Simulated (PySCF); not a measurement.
Input file for PySCF: U-M06-2X/def2-TZVPPD on NH2 (SMILES [NH2]), 2S+1 = 2.

```python
from pyscf import gto, dft

mol = gto.M(
    atom='''
    N     0.00000000    0.00000000   -0.08007491
    H     0.00000000   -0.80231373    0.55629442
    H     0.00000000    0.80231373    0.55629442
    ''',
    basis='def2-tzvppd',
    charge=0, spin=1, verbose=4, max_memory=1800)
mf = dft.UKS(mol, xc='m062x').density_fit(auxbasis='def2-universal-jkfit')
mf.grids.level = 4
mf.conv_tol = 1e-9
mf.max_cycle = 150
mf.kernel()
mf.dip_moment()
```

Program output:

```
PySCF version 2.14.0

[INPUT] verbose = 4
[INPUT] num. atoms = 3
[INPUT] num. electrons = 9
[INPUT] charge = 0
[INPUT] spin (= nelec alpha-beta = 2S) = 1
[INPUT] symmetry False subgroup None
[INPUT] Mole.unit = angstrom
[INPUT] Symbol           X                Y                Z      unit          X                Y                Z       unit  Magmom
[INPUT]  1 N      0.000000000000   0.000000000000  -0.080074910000 AA    0.000000000000   0.000000000000  -0.151319649349 Bohr   0.0
[INPUT]  2 H      0.000000000000  -0.802313730000   0.556294420000 AA    0.000000000000  -1.516153215678   1.051244098424 Bohr   0.0
[INPUT]  3 H      0.000000000000   0.802313730000   0.556294420000 AA    0.000000000000   1.516153215678   1.051244098424 Bohr   0.0

nuclear repulsion = 7.56429119592261
number of shells = 27
number of NR pGTOs = 90
number of NR cGTOs = 71
basis = def2-tzvppd
ecp = {}


******** <class 'pyscf.df.df_jk.DFUKS'> ********
method = DFUKS
initial guess = minao
damping factor = 0
level_shift factor = 0
DIIS = <class 'pyscf.scf.diis.CDIIS'>
diis_start_cycle = 1
diis_space = 8
diis_damp = 0
SCF conv_tol = 1e-09
SCF conv_tol_grad = None
SCF max_cycles = 150
direct_scf = False
number electrons alpha = 5  beta = 4
XC library pyscf.dft.libxc version 7.1.2
    S. Lehtola, C. Steigemann, M. J. T. Oliveira, and M. A. L. Marques,  SoftwareX 7, 1–5 (2018)
XC functionals = m062x
    Y. Zhao and D. G. Truhlar,  Theor. Chem. Acc. 120, 215 (2008)
    Y. Zhao and D. G. Truhlar,  Theor. Chem. Acc. 120, 215 (2008)
radial grids:
    Treutler-Ahlrichs [JCP 102, 346 (1995); DOI:10.1063/1.469408] (M4) radial grids

becke partition: Becke, JCP 88, 2547 (1988); DOI:10.1063/1.454033
pruning grids: <function nwchem_prune>
grids dens level: 4
symmetrized grids: False
atomic radii adjust function: <function treutler_atomic_radii_adjust>
small_rho_cutoff = 0
Set gradient conv threshold to 3.16228e-05
tot grids = 59296
******** <class 'pyscf.df.df.DF'> ********
auxbasis = def2-universal-jkfit
init E= -55.6795697892261
  alpha nocc = 5  HOMO = -0.260835961736397  LUMO = 0.0195185867734935
  beta  nocc = 4  HOMO = -0.353130106867994  LUMO = -0.260835961736404

WARN: HOMO -0.260835961736397 >= LUMO -0.260835961736404

cycle= 1 E= -55.8628650976449  delta_E= -0.183  |g|= 0.127  |ddm|= 0.715
  alpha nocc = 5  HOMO = -0.378976572512683  LUMO = 0.0196856290084284
  beta  nocc = 4  HOMO = -0.369905264616527  LUMO = -0.0727289596038787
  HOMO = -0.369905264617  LUMO = -0.0727289596039  gap/eV = 8.08658
cycle= 2 E= -55.8708606357584  delta_E= -0.008  |g|= 0.045  |ddm|= 0.15
  alpha nocc = 5  HOMO = -0.392350728116701  LUMO = 0.0238972150786338
  beta  nocc = 4  HOMO = -0.385573406415283  LUMO = -0.0751223126802785
  HOMO = -0.385573406415  LUMO = -0.0751223126803  gap/eV = 8.44780
cycle= 3 E= -55.8717207198117  delta_E= -0.00086  |g|= 0.019  |ddm|= 0.039
  alpha nocc = 5  HOMO = -0.386253309958207  LUMO = 0.0254911951077688
  beta  nocc = 4  HOMO = -0.377226744628935  LUMO = -0.067176892752947
  HOMO = -0.377226744629  LUMO = -0.0671768927529  gap/eV = 8.43689
cycle= 4 E= -55.8718874642502  delta_E= -0.000167  |g|= 0.00651  |ddm|= 0.0177
  alpha nocc = 5  HOMO = -0.389614648724465  LUMO = 0.0258134309718798
  beta  nocc = 4  HOMO = -0.377830314027541  LUMO = -0.0672945917971077
  HOMO = -0.377830314028  LUMO = -0.0672945917971  gap/eV = 8.45011
cycle= 5 E= -55.8719225867197  delta_E= -3.51e-05  |g|= 0.00149  |ddm|= 0.00793
  alpha nocc = 5  HOMO = -0.389720795971102  LUMO = 0.0260367668938457
  beta  nocc = 4  HOMO = -0.377179900587969  LUMO = -0.0667526594323888
  HOMO = -0.377179900588  LUMO = -0.0667526594324  gap/eV = 8.44716
cycle= 6 E= -55.8719257085269  delta_E= -3.12e-06  |g|= 0.000287  |ddm|= 0.00355
  alpha nocc = 5  HOMO = -0.389788509070586  LUMO = 0.0260629995908275
  beta  nocc = 4  HOMO = -0.377176450977785  LUMO = -0.0667914859504819
  HOMO = -0.377176450978  LUMO = -0.0667914859505  gap/eV = 8.44601
cycle= 7 E= -55.8719258318836  delta_E= -1.23e-07  |g|= 4.86e-05  |ddm|= 0.000703
  alpha nocc = 5  HOMO = -0.389776267078758  LUMO = 0.0260658130120959
  beta  nocc = 4  HOMO = -0.377165747653422  LUMO = -0.0667948900960553
  HOMO = -0.377165747653  LUMO = -0.0667948900961  gap/eV = 8.44562
cycle= 8 E= -55.8719258365349  delta_E= -4.65e-09  |g|= 7.77e-06  |ddm|= 0.000141
  alpha nocc = 5  HOMO = -0.389775774446205  LUMO = 0.0260654442722412
  beta  nocc = 4  HOMO = -0.3771670896841  LUMO = -0.066797298947499
  HOMO = -0.377167089684  LUMO = -0.0667972989475  gap/eV = 8.44559
cycle= 9 E= -55.8719258366386  delta_E= -1.04e-10  |g|= 1.01e-06  |ddm|= 2.16e-05
  alpha nocc = 5  HOMO = -0.389775578644135  LUMO = 0.026065380558272
  beta  nocc = 4  HOMO = -0.377167129565358  LUMO = -0.0667972557943486
  HOMO = -0.377167129565  LUMO = -0.0667972557943  gap/eV = 8.44559
Extra cycle  E= -55.8719258366399  delta_E= -1.31e-12  |g|= 4.16e-07  |ddm|= 1.84e-06
converged SCF energy = -55.8719258366399  <S^2> = 0.75396126  2S+1 = 2.0039573
Dipole moment(X, Y, Z, Debye):  0.00000,  0.00000,  1.79452
```

The run converged.

Cost: roughly 7 core-seconds.
